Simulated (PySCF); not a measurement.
A species of formula C4H7N has this rotational fingerprint, computed with PBE0-D3(BJ)/def2-SVP geometry optimisation, gas phase in PySCF 2.14.0:

```
Rotational constants : A = 10679, B = 4763, C = 3765 MHz
Dipole components    : |μa| = 0.15 D, |μb| = 1.14 D, |μc| = 0.40 D
Inertial defect      : -19.18 u·Å²
κ                    : -0.71
```

Question: Which candidate fits, each taken in the one conformer that was computed?
A. `[CH3:1][C:2]#[C:3][CH2:4][NH2:5]` with C3–C4–N5–H 58° and -58°
B. `[NH2:1][C@@H:2]1[CH:3]=[CH:4][CH2:5]1` with H–N1–C2–C3 55° and 174°
C. `[CH2:1]=[C:2]1[CH2:3][C@@H:4]1[NH2:5]` with C3–C4–N5–H -148° and 93°
D. `[CH2:1]=[CH:2][N:3]1[CH2:4][CH2:5]1` with C1–C2–N3–C4 -39°
E. `[CH2:1]=[CH:2]/[CH:3]=[N:4]\[CH3:5]` with C1–C2–C3–N4 180°

Answer: B. It is N[C@@H]1C=CC1, an asymmetric top. The candidates at the same level (rigid rotor, commonest isotopes):

```json
{"SMILES": "C=C1C[C@@H]1N", "A (MHz)": "9640", "B (MHz)": "4182", "C (MHz)": "3249", "μa (D)": "0.90", "μb (D)": "0.23", "μc (D)": "1.09", "Δ (u·Å²)": "-17.71", "point group": "C1", "rotor": "asymmetric top"}
{"SMILES": "C=CN1CC1", "A (MHz)": "13579", "B (MHz)": "3904", "C (MHz)": "3367", "μa (D)": "0.90", "μb (D)": "0.09", "μc (D)": "0.98", "Δ (u·Å²)": "-16.57", "point group": "C1", "rotor": "asymmetric top"}
{"SMILES": "N[C@@H]1C=CC1", "A (MHz)": "10679", "B (MHz)": "4763", "C (MHz)": "3765", "μa (D)": "0.15", "μb (D)": "1.14", "μc (D)": "0.40", "Δ (u·Å²)": "-19.18", "point group": "–", "rotor": "asymmetric top"}
{"SMILES": "CC#CCN", "A (MHz)": "22063", "B (MHz)": "2071", "C (MHz)": "1959", "μa (D)": "1.45", "μb (D)": "0.66", "μc (D)": "0.00", "Δ (u·Å²)": "-8.94", "point group": "–", "rotor": "near-prolate asymmetric top"}
{"SMILES": "C=C/C=N\\C", "A (MHz)": "16514", "B (MHz)": "2890", "C (MHz)": "2499", "μa (D)": "1.52", "μb (D)": "1.57", "μc (D)": "0.00", "Δ (u·Å²)": "-3.19", "point group": "Cs", "rotor": "near-prolate asymmetric top"}
```

`C=C/C=N\C` has A 55 % too high; `CC#CCN` has A 107 % too high; `C=CN1CC1` has A 27 % too high; `C=C1C[C@@H]1N` has C 14 % too low. No structure here is proved a minimum.
